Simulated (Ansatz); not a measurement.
`[MgH2]` + `[OH]`• → `[MgH]`• + H₂O at 400 K and 1 bar (hydrogen abstraction from a Mg–H bond).

Gas-phase electronic energies from Ansatz, PBE0-D4/def2-TZVP geometries. CBS: MP2 limit from def2 TZ/QZ plus the TZ coupled-cluster correction, frozen cores. This one scheme is used for every species. Open shells (•) are unrestricted, without spin–orbit coupling. For Mg outer-core shells are correlated without core-valence functions, which leaves a few kJ/mol of doubt a bond.

```
 species  CCSD(T)/CBS energy (Eh)  H − E (kJ/mol)  S (J/(mol·K))
`[MgH2]`               -201.05321            39.2          206.9
 `[OH]`•                -75.67771            34.1          192.6
`[MgH]`•               -200.43202            20.5          201.9
     H₂O                -76.37941            69.8          198.6
```

H − E and S are ideal-gas, rigid-rotor, harmonic terms from PBE0-D4/def2-TZVP, with the whole ground term of open shells counted as degenerate. 1 Eh = 2625.50 kJ/mol, R = 8.31446 J/(mol·K).

**Question.** By hand: ΔE, ΔH, ΔS and ΔG.

**Answer.** ΔE = (-200.43202) + (-76.37941) − (-201.05321) − (-75.67771) = -0.08051 Eh = -211.4 kJ/mol. Δ(H − E) = 20.5 + 69.8 − 39.2 − 34.1 = 17.0, so ΔH = -194.4 kJ/mol. ΔS = 201.9 + 198.6 − 206.9 − 192.6 = 1.0 J/(mol·K). ΔG = -194.4 − 400 × (1.0)/1000 = -194.8 kJ/mol.

**Question.** By hand: the equilibrium constant, and the temperature at which ΔG would vanish if ΔH and ΔS stayed fixed.

**Answer.** log₁₀ K = −ΔG/(RT ln 10) = 25.4. ΔH and −TΔS have one sign here, so there is no such temperature.

The number of gas molecules stays the same, so ΔS is small and ΔH decides. A doubt of 5 kJ/mol in ΔE shifts log₁₀ K by 0.7 here. These are equilibria of isolated gas molecules and say nothing of rates. Largest T1 diagnostic: 0.012 (customary marks: 0.02 for closed shells, 0.045 for open ones).

ΔS is within the doubt of such terms, so its sign, and with it that verdict, could turn.
